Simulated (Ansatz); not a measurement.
Consider the substitution at a C–F bond: `CC(F)F` + `OCF` → `CC(F)OCF` + H–F.

Calculated with Ansatz (gas phase, PBE0-D4/def2-TZVP geometries, no zero-point term in ΔE). CCSD(T)/CBS adds triple-zeta CCSD(T) − MP2 to the extrapolated MP2 energy (def2 sets, frozen cores). This one scheme is used for every species. DFT in def2-TZVPP. Each species was taken in one conformer, which may not be the lowest.

`CC(F)F`:

Cartesian coordinates in Å:
```
C -0.058 -0.590 -0.515
C 0.015 0.579 0.418
F 1.312 0.881 0.696
F -0.585 0.275 1.601
H 0.436 -1.450 -0.059
H 0.440 -0.345 -1.454
H -1.100 -0.838 -0.718
H -0.460 1.487 0.033
```

`OCF`:

Cartesian coordinates in Å:
```
O 0.859 0.443 -0.487
C -0.156 -0.021 0.308
F -0.273 -1.394 0.213
H 0.601 0.362 -1.410
H -1.135 0.390 0.036
H 0.103 0.220 1.340
```

`CC(F)OCF`:

Z-matrix (Å, degrees):
```
C
C 1 1.497
H 1 1.090 2 109.8
H 1 1.090 2 109.9 3 -120.1
H 1 1.091 2 109.5 3 119.7
F 2 1.385 1 109.6 3 177.8
O 2 1.390 1 108.9 3 -63.4
H 2 1.095 1 113.0 3 59.9
C 7 1.378 2 114.9 1 169.2
F 9 1.377 7 110.5 2 -75.2
H 9 1.090 7 107.1 2 167.3
H 9 1.094 7 112.0 2 44.3
```

H–F:

Z-matrix (Å, degrees):
```
F
H 1 0.920
```

| level | ΔE (kJ/mol) | difference from CCSD(T)/CBS |
| --- | --- | --- |
| r2SCANh-D4 | -1.9 | 10.2 |
| r2SCAN0-D4 | -2.9 | 9.2 |
| BHLYP-D4 | -2.2 | 9.9 |
| PBE-QIDH | -6.1 | 6.0 |
| BLYP | 8.6 | 20.7 |
| r2SCANh | -0.3 | 11.8 |
| BHLYP | 3.2 | 15.3 |
| MP2/def2-SVP | -6.5 | 5.6 |
| CCSD(T)/def2-SVP | -4.2 | 7.9 |
| HF/def2-QZVPP | 7.3 | 19.4 |
| CCSD(T)/CBS | -12.1 | 0 |

Largest T1 diagnostic among the species: 0.011.

At CCSD(T), def2-SVP lies +7.9 kJ/mol from the extrapolated value and def2-TZVPP +2.5 kJ/mol. Leaving LDA and LC-ωPBE aside and taking each functional with its dispersion term where it has one, the values, not all of them listed here, spread over 7.0 kJ/mol, from PBE-QIDH to B97M-V. LDA lies −9.1 kJ/mol from PBE without D4.
